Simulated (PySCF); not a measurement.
Compound: nitryl fluoride, FNO₂.
Numbering: `[O:1]=[N+:2]([O-:3])[F:4]`

Level: wB97X-D/pcSseg-2 in PySCF, non-relativistic, on one gas-phase PBE0-D3(BJ)/def2-TZVP geometry that isn't relaxed in the solvent. The solvent is an IEF-PCM continuum (cavity from Bondi-type radii × 1.2). The model holds no explicit solvent molecules, cavitation or dispersion.

Gas phase at wB97X-D/pcSseg-2: HOMO -12.43 eV, LUMO -0.73 eV, dipole 0.31 D.

Q: What does the continuum do to the energy, the frontier levels and the dipole at wB97X-D/pcSseg-2 in chloroform?

A: 
```csv
solvent,ε,E(solvent) − E(gas) (kcal/mol),polarisation term (kcal/mol),distortion of the solute (kcal/mol),HOMO (eV),LUMO (eV),dipole (D)
chloroform,4.711,-1.36,-1.42,0.06,-12.31,-0.58,0.36
```

The polarisation term is half the interaction of the solute with the surface charges that it induces; the rest is the cost of distorting the solute's density. The sum is the electrostatic part of solvation alone.

Note: wB97X-D ran without an empirical dispersion term, which enters the total energy and its gradient alone.
